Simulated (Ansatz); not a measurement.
**Worked example: correlation energy of HO–B–P, doublet**

Geometry: displaced at random from a stationary point.

| atom | x (Å) | y (Å) | z (Å) |
| --- | --- | --- | --- |
| O | 0.0023 | -0.2554 | 0.9902 |
| B | 0.0015 | -0.1977 | -0.3316 |
| P | 0.0495 | -0.1032 | -2.1104 |
| H | -0.0533 | 0.5563 | 1.4518 |

Basis cc-pVDZ; Ansatz 0.2.0. Correlated methods freeze the noble-gas cores, which leaves 15 electrons in 44 orbitals. Prefix R: restricted or restricted open-shell reference; prefix U: unrestricted.

Full CI isn't at hand for all of this; UCCSDT(Q) serves as the reference, and is uncertain by about the last step of the cluster series.

Runs differ by some tens of microhartree through their thresholds and, for an open shell, their frozen cores, so steps under 0.03 kcal/mol mean nothing.

```json
{"level": "UHF", "total energy (hartree)": "-440.871071"}
{"level": "UMP2", "total energy (hartree)": "-441.219760"}
{"level": "UCCSD", "total energy (hartree)": "-441.246098"}
{"level": "UCCSD(T)", "total energy (hartree)": "-441.259125"}
{"level": "UCCSDT", "total energy (hartree)": "-441.260413"}
{"level": "UCCSDT(Q)", "total energy (hartree)": "-441.261632"}
```

**Question.** What is the correlation energy at UCCSDT(Q), and what share of it do UMP2 and UCCSDT recover?

**Answer.** E(corr) = -441.261632 − (-440.871071) = -0.390561 hartree = -10.628 eV. UMP2: -0.348689 / -0.390561 = 89.28 %. UCCSDT: -0.389342 / -0.390561 = 99.69 %.

**Question.** By how many kcal/mol does UCCSD(T) miss UCCSDT(Q) (1 hartree = 627.509 kcal/mol), and which steps make up the rest?

**Answer.** -441.259125 − (-441.261632) = 0.002507 hartree = 1.57 kcal/mol. Steps: UCCSDT − UCCSD(T) = -0.81, UCCSDT(Q) − UCCSDT = -0.76 kcal/mol. Differences between like states or geometries often cancel part of this.
